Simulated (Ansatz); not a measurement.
Geometry optimisation, RKS r2SCAN-D4/def2-SVP in Ansatz 0.2.0.

Input:

```yaml
crystal:
  periodic: [false, false, false]
  atoms:
    - { symbol: Al, position_ang: [-0.20729, 0.683397, -0.967446] }
    - { symbol: C, position_ang: [1.469328, -0.08752, 1.612921] }
    - { symbol: H, position_ang: [0.483254, -0.552993, 1.739624] }
    - { symbol: H, position_ang: [2.174175, -0.506287, 2.344586] }
    - { symbol: H, position_ang: [1.397206, 0.998103, 1.763932] }
    - { symbol: H, position_ang: [1.851763, -0.289112, 0.594753] }
    - { symbol: F, position_ang: [-1.261135, -0.245588, -0.03737] }
basis:
  gaussian: { orbitals: def2-SVP }
hamiltonian:
  xc: r2scan
  dispersion: d4
relax:
  f_tol: 0.03
  max_steps: 50
```

Run as:

```bash
$ ansatz run input.yaml --threads 1 --pin off --max-ram 2048MiB --backend cpu --events-out ev --progress --plain --runs-dir out
```

Problem. Where does it end, and by what steps?

Solution. The forces met the threshold. After 8 steps the energy has fallen by 0.047 eV; Al1 moved furthest, 0.54 Å.

```csv
step,energy less start (eV),largest force component (eV/Å),accepted
0,0.0000,0.203,yes
1,-0.0255,0.217,yes
2,-0.0340,0.155,yes
3,-0.0348,0.265,yes
4,-0.0413,0.169,yes
5,-0.0448,0.191,yes
6,-0.0460,0.106,yes
7,-0.0464,0.041,yes
8,-0.0465,0.018,yes
```

```xyz
7
Properties=species:S:1:pos:R:3
Al -0.708 0.741 -1.171
C 1.605 -0.085 1.657
H 0.581 -0.390 1.403
H 1.927 -0.611 2.566
H 1.638 0.999 1.835
H 2.287 -0.340 0.833
F -1.424 -0.315 -0.072
```

Whether the end is a true minimum wasn't checked by a vibrational analysis.

Time of the run: 12 s on 1 thread of Intel(R) Xeon(R) 6975P-C (Granite Rapids), with other jobs on the host, peak memory 0.15 GiB.
